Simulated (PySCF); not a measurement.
Identify the unknown among the candidates.

All candidates are C4H3O2 (charge -1).

- 1H NMR: chemical shifts (computed TMS as zero) by class: 2.49 (2 H), 1.07 (1 H) ppm [GIAO PBE0/pcSseg-1]
- NMR, other nuclei: isotropic shieldings of nuclei other than C and H, by class: -13 (2 O) ppm [GIAO PBE0/pcSseg-1]
- 13C NMR: chemical shifts (computed TMS as zero) by class: 163.4 (1 C), 99.0 (1 C), 65.3 (1 C), 36.2 (1 C) ppm [GIAO PBE0/pcSseg-1]
- Rotational structure: rotational constants A, B, C: 7.709, 2.361, 2.179 GHz [GFN2-xTB]

Gas-phase values; electronic properties from PySCF, density fitting. Levels stand in brackets. The structure is a single GFN2-xTB conformer in the gas phase; no vibrational or solvent corrections. No diffuse functions stand in pcSseg-1, which bears on an anion's orbital energies. NMR classes are plain means over equivalent atoms (diastereotopic ones count apart unless rotation or inversion swaps them), as if these changed places fast.

Question: Which candidate is it?
A. `C=C=CC(=O)[O-]`
B. `C#CCC(=O)[O-]`
C. `[O-]c1ccco1`

Answer: B. It is `C#CCC(=O)[O-]`. Numbering: `[CH:1]#[C:2][CH2:3][C:4](=[O:5])[O-:6]`. 4 carbons fall into 4 classes; from least to most shielded: carboxylate carbon [C4] (163.4 ppm), alkyne carbon [C2] (99.0 ppm), terminal alkyne carbon [C1] (65.3 ppm), sp3 carbon next to a carbonyl [C3] (36.2 ppm). Hydrogen classes from least to most shielded: 2 H on an sp3 carbon next to a carbonyl, C3 (2.49 ppm), 1 H on a terminal alkyne carbon, C1 (1.07 ppm). The other shieldings belong to: -13 ppm, carboxylate oxygen [O5/O6]. The optimised geometry has point group Cs and is an asymmetric top.

The others, at the same levels:
- `C=C=CC(=O)[O-]` fails: its computed 13C shifts are 216.8 (1 C), 160.8 (1 C), 95.6 (1 C), 62.3 (1 C) ppm, 1H shifts are 5.36 (1 H), 3.85 (2 H) ppm and rotational constant A is 8.473 GHz (against 7.709 GHz).
- `[O-]c1ccco1` fails: its computed 13C shifts are 177.0 (1 C), 116.1 (1 C), 115.4 (1 C), 66.3 (1 C) ppm, 1H shifts are 5.94 (1 H), 5.74 (1 H), 3.50 (1 H) ppm and rotational constant A is 9.212 GHz (against 7.709 GHz).

Each candidate is one conformer, not necessarily the lowest. Dipoles, sizes and rotational constants follow the conformer. The torsions of the flexible species, by atom-mapped SMILES:
- `[CH:1]#[C:2][CH2:3][C:4](=[O:5])[O-:6]`: C2–C3–C4–O5 91°
- `[CH2:1]=[C:2]=[CH:3][C:4](=[O:5])[O-:6]`: C2–C3–C4–O5 88°
